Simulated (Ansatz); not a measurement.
```xyz
3

O    -0.633    0.423   -0.779
O     0.178   -0.507    0.036
H     0.455    0.084    0.742
```

Total charge -1; spin multiplicity 1.

List the r2SCAN/def2-TZVPPD orbital energies in eV (the Gaussian-basis code of Ansatz). (An estimate is asked.)

Computed: Occupied: -509.70, -507.45, -20.35, -13.42, -5.10, -2.74, -1.71, 2.00, 2.70. Lowest empty: 4.91, 5.62, 6.74, 7.04, 7.68, 7.88, 8.02, 8.06.
